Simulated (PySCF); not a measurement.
Reaction (SMILES): C1CC=1 → C1=[C-]C1 + H+
B3LYP-D3(BJ)/def2-TZVP geometries, fixed; electronic energies without zero-point terms.

Effect of the grid level at B3LYP/aug-cc-pVTZ with PySCF, against the last row, where the deprotonation energy is 393.68 kcal/mol. The proton leaves the site shown, which need not be the most acidic. Cost is core time over that of grids.level: 0, rough, on shared machines of one kind.

| setting | grid points, largest species | largest shift of a total energy (mEh) | shift of the deprotonation energy (kcal/mol) | cost |
|---|---|---|---|---|
| grids.level: 0 | 5744 | -1.097 | 0.203 | 1× |
| grids.level: 1 | 25432 | 0.010 | -0.003 | 1× |
| grids.level: 2 | 55112 | -0.001 | 0.000 | 3× |
| grids.level: 3 | 81592 | 0.000 | 0.000 | 3× |
| grids.level: 4 | 148656 | 0.000 | 0.000 | 5× |
| grids.level: 5 | 223096 | 0.000 | 0.000 | 6× |
| grids.level: 7 | 460160 | 0.000 | 0.000 | 10× |

Within 0.1 kcal/mol in the deprotonation energy: grids.level: 1; grids.level: 2; grids.level: 3; grids.level: 4; grids.level: 5. The largest shift is 1.097 mEh in a total energy and 0.203 kcal/mol in the difference.
